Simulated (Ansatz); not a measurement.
`[SiH3]N[SiH3]`. Charge 0, multiplicity 1. Geometry: relaxed with PBE0-D4/def2-TZVP.

```xyz
10

Si    1.055   -0.078   -1.148
N     0.063   -0.609    0.160
Si   -1.072    0.293    1.096
H     0.960    1.402   -1.204
H     0.624   -0.641   -2.458
H     2.472   -0.485   -0.940
H     0.113   -1.597    0.370
H    -0.894    1.724    0.750
H    -0.838    0.092    2.553
H    -2.482   -0.101    0.820
```

Problem. What is the dipole moment at r2SCAN/def2-TZVPP? (Estimate.)

Solution. Computed: 0.94 D, with components (0.05, -0.92, 0.20) D in this frame, pointing from negative to positive charge.

Problem. And with PBE, B3LYP, ωB97M-V? (Estimate.)

Solution. The calculation gave: PBE 0.92 D, B3LYP 0.91 D, ωB97M-V 0.94 D.

Problem. Give the Mulliken charges with r2SCAN, ωB97M-V, PBE in def2-TZVPP. (Best estimate.)

Solution. The calculation gave: 
```tsv
atom	r2SCAN	ωB97M-V	PBE
Si1	0.38	0.25	0.26
N2	-0.42	-0.37	-0.29
Si3	0.38	0.25	0.26
H4	-0.07	-0.02	-0.05
H5	-0.09	-0.04	-0.07
H6	-0.08	-0.04	-0.06
H7	0.13	0.09	0.12
H8	-0.07	-0.02	-0.05
H9	-0.08	-0.04	-0.06
H10	-0.09	-0.04	-0.07
```

B3LYP here is the variant with VWN-RPA as its local correlation; programs differ in this.
